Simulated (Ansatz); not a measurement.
Diborane mono Cl (B₂H₅Cl). The state is a singlet with charge 0. Geometry PBE-D4/def2-TZVP.

```xyz
8

B     0.402   -0.660   -0.329
Cl    0.638   -2.093    0.694
H     0.821   -0.681   -1.449
H    -0.887   -0.279   -0.356
B    -0.428    0.775    0.267
H    -0.542    1.694   -0.491
H    -0.843    0.787    1.387
H     0.840    0.457    0.277
```

B3LYP takes the VWN-RPA correlation.

(1) Estimate the orbital energies around the gap (eV) in Ansatz with HF/STO-3G, BLYP-D4/def2-TZVP, B3LYP-D4/6-31G, PBE0-D4/def2-SVP, BHLYP-D4/def2-TZVP.

## Answers

(1) 
| orbital | HF/STO-3G | BLYP-D4/def2-TZVP | B3LYP-D4/6-31G | PBE0-D4/def2-SVP | BHLYP-D4/def2-TZVP |
| --- | --- | --- | --- | --- | --- |
| HOMO−9 | -203.10 | -178.18 | -184.38 | -185.42 | -193.28 |
| HOMO−8 | -28.21 | -20.66 | -23.16 | -23.31 | -25.83 |
| HOMO−7 | -23.61 | -16.52 | -18.70 | -18.69 | -20.81 |
| HOMO−6 | -16.79 | -11.51 | -13.05 | -13.24 | -14.99 |
| HOMO−5 | -15.68 | -11.13 | -12.58 | -12.63 | -14.03 |
| HOMO−4 | -14.66 | -10.07 | -11.52 | -11.67 | -13.15 |
| HOMO−3 | -13.81 | -9.65 | -11.03 | -11.19 | -12.68 |
| HOMO−2 | -12.64 | -8.44 | -9.79 | -9.88 | -11.37 |
| HOMO−1 | -10.96 | -7.80 | -8.96 | -9.18 | -10.51 |
| HOMO | -10.64 | -7.32 | -8.51 | -8.71 | -10.12 |
| LUMO | 6.08 | -1.92 | -1.23 | -1.01 | -0.04 |
| LUMO+1 | 11.44 | -0.04 | 1.30 | 1.40 | 1.33 |
| LUMO+2 | 12.98 | 0.88 | 2.18 | 2.61 | 2.50 |
| LUMO+3 | 15.02 | 1.39 | 3.44 | 3.58 | 2.54 |
| LUMO+4 | 18.17 | 1.56 | 4.40 | 4.25 | 2.65 |
| LUMO+5 | 19.25 | 1.60 | 5.04 | 4.51 | 3.24 |
